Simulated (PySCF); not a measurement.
PySCF input file for CH2, SMILES [CH2], multiplicity 3, B3LYP/pcH-1. Geometry: r2SCAN-D4/def2-TZVPD. The isomer is the one that the SMILES or the coordinates give; other isomers of the formula were not compared.

```python
import numpy as np
from pyscf import gto, scf, dft
from pyscf.prop.hfc import uks as hfc

mol = gto.M(
    atom='''
    C     0.00000000    0.00000000   -0.10522858
    H     0.00000000   -0.99370603    0.31568575
    H     0.00000000    0.99370603    0.31568575
    ''',
    basis='pcH-1',
    charge=0,
    spin=2,
    max_memory=1600,
    verbose=3,
)
mf = dft.UKS(mol, xc='b3lyp')
mf.grids.level = 3
mf.conv_tol = 1e-10
mf.max_cycle = 100
mf.kernel()
fine, coarse = mf.grids, dft.Grids(mol).set(level=1).build(with_non0tab=True)
for _ in range(3):  # follow internal instabilities
    mf.grids = coarse
    mo, _, stable, _ = mf.stability(return_status=True, nroots=4)
    mf.grids = fine
    if stable:
        break
    mf.kernel(mf.make_rdm1(mo, mf.mo_occ))
A = hfc.HFC(mf).make_fcdip(mf.make_rdm1())  # Fermi contact and dipolar terms, MHz
print('atom   A(iso)/MHz   principal dipolar parts/MHz')
for i, a in enumerate(A):
    w = np.linalg.eigvalsh((a + a.T) / 2)
    print(f'{mol.atom_symbol(i):2s}{i + 1:3d} {w.mean():12.2f}', (w - w.mean()).round(2))
```

Program output:

```

WARN: HOMO -0.182093257600405 >= LUMO -0.217040759534205

converged SCF energy = -39.1576370151875  <S^2> = 2.0051056  2S+1 = 3.0034018
<class 'pyscf.dft.uks.UKS'> wavefunction is stable in the internal stability analysis
atom   A(iso)/MHz   principal dipolar parts/MHz
C   1       249.51 [-80.04  30.19  49.85]
H   2       -11.45 [-22.71 -16.5   39.2 ]
H   3       -11.45 [-22.71 -16.5   39.2 ]
```

Self-consistency was reached.

Cost: very roughly 2.5 core-seconds.
